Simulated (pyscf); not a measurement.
Four-centre exchange: HS–Ti(Cl)(Cl)–Cl + H₂ → H₂S + Cl–TiH(Cl)–Cl

Gas phase, singlet surface, charge 0. Bonds broken: S1–Ti2, H7–H8. Bonds formed: S1–H7, Ti2–H8. Single points on ωB97X-D3(BJ)/def2-SVP structures (PySCF, gas phase).

Transition state (Å):

```xyz
8

S     -1.8099    -0.1169     2.2920
Ti    -0.4960     0.0472     0.1535
Cl     0.9108     1.4611     1.0024
Cl    -2.2391     0.7739    -0.8879
Cl     0.6840    -0.9037    -1.4250
H     -0.7189    -0.0632     3.0828
H     -1.1132    -1.2887     1.4231
H     -0.5196    -1.6400     0.6507
```

One imaginary mode, 859i cm⁻¹; descent along it reached the two sides named, in the forms told below.

| bond | change | reactant side (Å) | saddle | product side |
|---|---|---|---|---|
| S1–Ti2 | breaks | 2.226 | 2.515 | 2.7 |
| H7–H8 | breaks | 0.760 | 1.036 | 2.8 |
| S1–H7 | forms | 3.8 | 1.617 | 1.348 |
| Ti2–H8 | forms | 3.5 | 1.759 | 1.640 |

Electronic energies relative to the separated reactants (kcal/mol):

```
level                   barrier  reaction energy  reverse barrier
----------------------  -------  ---------------  ---------------
ωB97X-D3(BJ)/def2-TZVP     29.5            +27.8              1.8
PBE/def2-TZVP              25.2            +27.8             -2.5
r²SCAN/def2-TZVP           27.0            +29.2             -2.2
B3LYP-D3(BJ)/def2-TZVP     29.0            +26.9              2.1
PBE0-D3(BJ)/def2-TZVP      25.7            +26.5             -0.8
M06-2X/def2-TZVP           31.9            +24.5              7.5
ωB97M-D3(BJ)/def2-TZVP     29.4            +21.7              7.7
HF/def2-TZVP               43.2            +12.8             30.4
```

With ωB97M-D3(BJ)/def2-TZVP energies and thermal terms (ideal gas, 1 atm, RRHO with modes under 100 cm⁻¹ raised to 100, one conformer, R ln 2 for chiral ones without a mode under 150 cm⁻¹), in kcal/mol:

```
T (K)   ΔH‡   ΔG‡     ΔH     ΔG
-----  ----  ----  -----  -----
298    30.0  39.2  +22.4  +20.7
600    29.0  48.9  +21.1  +19.5
900    28.8  58.9  +20.3  +18.9
1200   29.0  68.9  +19.8  +18.5
```

On the product side the descent ends in an adduct with a S–Ti contact, 12.7 kcal/mol under the separated species and 14.5 kcal/mol under the saddle at ωB97X-D3(BJ)/def2-TZVP. At PBE, r²SCAN, PBE0-D3(BJ) the saddle lies under the separated products, which points to a path from their complex (located at ωB97X-D3(BJ) alone), and parting the products costs more than the saddle. What is counted as broken (S–Ti) persists as a longer contact in the product adduct; parting that adduct is a step of its own. At the saddle there is also a short H–Ti contact that neither side keeps. This is the saddle that the search found; another between the same sides may lie lower.
